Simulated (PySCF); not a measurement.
## Telling isomers of C5H6 apart by NMR

Relativity neglected, no solvent, a single conformation, one averaged value for each set of equivalent atoms. NMR shieldings at PBE0/pcSseg-1/GIAO; B3LYP/pcJ-1 coupling constants (spin–dipole term left out of most H,H and C,H couplings); geometry: GFN2-xTB; PySCF 2.14.

Referencing at the same level of theory: 1H (σref 31.72), 13C (σref 186.93) vs TMS. Multiplet labels drop J under 1 Hz and among equivalent protons, and merge close values. Unscaled 3J(H,H) run several per cent high. Where no couplings were computed, multiplicities follow the n + 1 count of equivalent neighbours, and m marks all less simple cases (inequivalent or close neighbours, rings, F or P nearby). Shifts are as computed. Against solution values, carbons near 30 ppm lie about +3 ppm off and those near 130 ppm about +5 ppm. Of 1211 compounds with measured shifts, 218 miss one by over three times the rms of a fit or turn the order of signals round; such compounds aren't used in these exercises.

(1) Tabulate the signals of `C#C/C=C/C`, `C#CC1CC1` and their relative energies.

(2) What is the quickest way to tell C#C/C=C/C from C#CC1CC1?

## Answers

(1) 
| SMILES | carbon types | δC | δH | E rel. (kcal/mol) |
| --- | --- | --- | --- | --- |
| C#C/C=C/C | 1×C 3×CH 1×CH3 | 152.5, 116.5, 87.0, 85.9, 23.0 | 6.61 (m, 1H), 5.72 (m, 1H), 2.51 (d, 1H), 1.97 (d, 3H) | 0.0 |
| C#CC1CC1 | 1×C 2×CH 2×CH2 | 92.6, 69.6, 10.9, 1.8 | 1.29 (m, 1H), 1.11 (d, 1H), 0.72 (m, 2H), 0.66 (m, 2H) | 6.8 |

Energies are electronic energies at PBE0/pcSseg-1 on these geometries, without zero-point or thermal terms, each for the one conformer computed, which needn't be the lowest.

(2) Count the carbon signals: 5 against 4. The first has an alkene CH at 152.5 ppm, the second a three-membered-ring carbon (CH2) at 10.9 ppm. Their most deshielded carbons lie at 152.5 and 92.6 ppm. In the proton spectra the most deshielded non-exchanging signals are 6.61 (m, 1H) and 1.29 (m, 1H).
